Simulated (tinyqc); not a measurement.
Inside a calculation. Method: Hueckel theory of the pi electrons with the omega technique, for the molecule Fc1c[cH+]1 (SMILES; centres numbered as the heavy atoms are written). One step of it, computed by the program tinyqc.

Problem. Omega technique, round 1. h_r = h_r(0) + omega q_r, omega = 1, with q_r = z_r - P_rr; 0.7 of the old diagonal is kept.

Hueckel matrix in units of beta (H = alpha + beta A), lower triangle:
```
,1F,2C,3C,4C
1F,3.000000
2C,0.700000,0.000000
3C,0.000000,1.000000,0.000000
4C,0.000000,1.000000,1.000000,0.000000
```

charge and bond-order matrix P, lower triangle:
```
,1F,2C,3C,4C
1F,1.960542
2C,0.230045,0.658808
3C,-0.110540,0.644464,0.690325
4C,-0.110540,0.644464,0.690325,0.690325
```

Centres:
```
centre,"z_r, pi electrons of the neutral centre",h
1F,2,3.000000
2C,1,0.000000
3C,1,0.000000
4C,1,0.000000
```

Give: matrix after round 1.

Solution.

matrix after round 1, lower triangle:
```
,1F,2C,3C,4C
1F,3.0118
2C,0.7000,0.1024
3C,0.0000,1.0000,0.0929
4C,0.0000,1.0000,1.0000,0.0929
```
